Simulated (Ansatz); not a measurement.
System (SMILES): C (CH4).
Atoms: C1, H2, H3, H4, H5. Bonds: C1-H2, C1-H3, C1-H4, C1-H5.

Basis-set convergence of the lowest harmonic wavenumber at B3LYP with Ansatz (a quantum-chemistry and plane-wave program). Each level at its own minimum, finite differences of forces, unscaled; the reference is a large set that could be run, not a limit. Cartesian d functions, on some or all atoms, in 6-31G*, 6-31+G*; all else is spherical. The program fits the integrals of some runs and decomposes those of others, by size. No added dispersion term, no relativity. Reference: the value in aug-pcseg-2, 1340 cm⁻¹. Deviations are taken from unrounded values.

```tsv
basis	functions	lowest harmonic wavenumber (cm⁻¹)
6-31G*	23	1373
6-31+G*	27	1366
cc-pVDZ	34	1310
aug-cc-pVDZ	59	1303
def2-SVP	34	1314
def2-SVPD	52	1295
pcseg-1	34	1331
aug-pcseg-1	59	1320
6-311G**	42	1341
6-311+G**	46	1340
def2-TZVP	55	1341
def2-TZVPD	73	1339
cc-pVTZ	86	1342
aug-cc-pVTZ	138	1339
pcseg-2	86	1340
aug-pcseg-2	138	1340
def2-TZVPP	87	1341
def2-TZVPPD	105	1341
```

What the diffuse functions change, pair by pair:
- 6-31G* to 6-31+G*: 4 more functions, deviation 33 to 26 cm⁻¹
- cc-pVDZ to aug-cc-pVDZ: 25 more functions, deviation -30 to -37 cm⁻¹
- def2-SVP to def2-SVPD: 18 more functions, deviation -25 to -45 cm⁻¹
- pcseg-1 to aug-pcseg-1: 25 more functions, deviation -9 to -20 cm⁻¹
- 6-311G** to 6-311+G**: 4 more functions, deviation 2 to 0 cm⁻¹
- def2-TZVP to def2-TZVPD: 18 more functions, deviation 1 to -1 cm⁻¹
- cc-pVTZ to aug-cc-pVTZ: 52 more functions, deviation 2 to 0 cm⁻¹
- pcseg-2 to aug-pcseg-2: 52 more functions, deviation 0 to 0 cm⁻¹
- def2-TZVPP to def2-TZVPPD: 18 more functions, deviation 1 to 1 cm⁻¹

Leaving out the reference's own pair, they bring the value nearer the reference by more than 1 cm⁻¹ in 3 of 8 pairs.
